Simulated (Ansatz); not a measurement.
**CH7AlSi: one species, many methods**

An exercise on one series of results from a longer session: the logs are not shown, and one member is left open.

Program: Ansatz 0.2.0, Gaussian basis. Level of theory: functionals in def2-TZVPP, the program's frozen cores in correlated methods. These are calculated values, not measurements.

Plan: LDA (SPW92), PBE-D4, revPBE-D4, BLYP-D4, r2SCAN-D4, B97M-V, PBE0-D4, B3LYP-D4, r2SCANh-D4, r2SCAN0-D4, HSE06-D4, BHLYP-D4, CAM-B3LYP-D4, LC-ωPBE, ωB97X-V, ωB97M-V, B2PLYP, PBE-QIDH; CCSD(T)/def2-SVP; CCSD(T)/def2-TZVPP; MP2/def2-QZVPP; extrapolation to the limit; RPA on PBE.

## Structure used throughout

All runs share one geometry, relaxed beforehand with PBE0-D4 in a triple-zeta def2 set.

SMILES `[AlH2][CH2][SiH3]`, 10 atoms, charge 0, spin multiplicity 1.

Atoms are counted from 1 here; the program's logs count them from 0.

Bond lengths: Al1–C2 1.948 Å, Al1–H4 1.587 Å, Al1–H5 1.587 Å, C2–Si3 1.866 Å, C2–H6 1.096 Å, C2–H7 1.096 Å, Si3–H8 1.490 Å, Si3–H9 1.490 Å, Si3–H10 1.489 Å. Angles: C2–Al1–H4 119.9°, C2–Al1–H5 119.9°, H4–Al1–H5 120.3°, Al1–C2–Si3 113.8°, Al1–C2–H6 109.6°, Al1–C2–H7 109.7°, Si3–C2–H6 107.7°, Si3–C2–H7 107.7°, H6–C2–H7 108.2°, C2–Si3–H8 110.3°, C2–Si3–H9 110.3°, C2–Si3–H10 112.7°, H8–Si3–H9 107.4°, H8–Si3–H10 107.9°, H9–Si3–H10 107.9°.

As a file:

```
Al   -1.41500    0.74356   -0.79758
C     0.37092   -0.02925   -0.70271
Si    0.87237   -0.55719    1.01580
H    -2.66928   -0.19413   -1.05724
H    -1.61183    2.30625   -0.59958
H     0.42560   -0.91118   -1.35098
H     1.10793    0.70142   -1.05479
H    -0.08068   -1.57344    1.54432
H     0.84365    0.60764    1.94465
H     2.23942   -1.14487    1.06109
```

Set-up of the first run:

Contents of in.yaml:

```yaml
crystal:
  periodic: [false, false, false]
  atoms:
    - {symbol: Al, position_ang: [-1.415002, 0.743563, -0.797575]}
    - {symbol: C, position_ang: [0.370920, -0.029252, -0.702709]}
    - {symbol: Si, position_ang: [0.872371, -0.557186, 1.015802]}
    - {symbol: H, position_ang: [-2.669285, -0.194132, -1.057240]}
    - {symbol: H, position_ang: [-1.611835, 2.306245, -0.599579]}
    - {symbol: H, position_ang: [0.425600, -0.911184, -1.350980]}
    - {symbol: H, position_ang: [1.107934, 0.701421, -1.054786]}
    - {symbol: H, position_ang: [-0.080676, -1.573441, 1.544325]}
    - {symbol: H, position_ang: [0.843650, 0.607636, 1.944649]}
    - {symbol: H, position_ang: [2.239424, -1.144870, 1.061094]}
basis:
  gaussian: {orbitals: def2-TZVPP}
hamiltonian: {xc: lda}
output: {orbitals: {seedname: orbitals}}
```

Started as:

```sh
ansatz run in.yaml --threads 2 --pin off --events-out ev --progress --plain --max-ram 4352MiB
```

Steps of the session up to this table: LDA; PBE-D4 (GGA); revPBE-D4 (GGA); BLYP-D4 (GGA); r2SCAN-D4 (meta-GGA); B97M-V (meta-GGA); PBE0-D4 (hybrid); B3LYP-D4 (hybrid); r2SCANh-D4 (hybrid); r2SCAN0-D4 (hybrid); HSE06-D4 (hybrid); BHLYP-D4 (hybrid); CAM-B3LYP-D4 (range-separated); LC-ωPBE (range-separated); ωB97X-V (range-separated); ωB97M-V (range-separated); B2PLYP (double hybrid); PBE-QIDH (double hybrid).

One table of the session follows, with a row left open; its other results are not shown here.

It belongs to the step «Frontier levels by functional». 

```
  functional  HOMO (eV)  LUMO (eV)  gap (eV)
 LDA (SPW92)      -6.95      -2.51      4.44
      PBE-D4      -6.86      -2.26      4.61
   revPBE-D4      -6.83      -2.14      4.69
     BLYP-D4      -6.73      -2.15      4.59
   r2SCAN-D4          ?          ?         ?
      B97M-V      -7.29      -2.21      5.08
     PBE0-D4      -8.08      -1.49      6.59
    B3LYP-D4      -7.87      -1.70      6.17
  r2SCANh-D4      -7.58      -1.68      5.91
  r2SCAN0-D4      -8.26      -1.30      6.96
    HSE06-D4      -7.68      -1.85      5.83
    BHLYP-D4      -9.21      -0.72      8.48
CAM-B3LYP-D4      -9.42      -0.58      8.84
     LC-ωPBE     -10.79       0.53     11.32
     ωB97X-V     -10.43       0.39     10.82
     ωB97M-V     -10.26       0.10     10.36
```

Q: Estimate the row for r2SCAN-D4 from the others.

Worked estimate for «HOMO (eV)». Against the share of exact exchange, r2SCANh-D4 (0.1, -7.58), r2SCAN0-D4 (0.25, -8.26) give a slope of -4.53 per unit share; at 0 the line stands at -7.13.

The run gave: HOMO (eV): -7.14; LUMO (eV): -1.93; gap (eV): 5.20. In «HOMO (eV)» the line misses by +0.01.
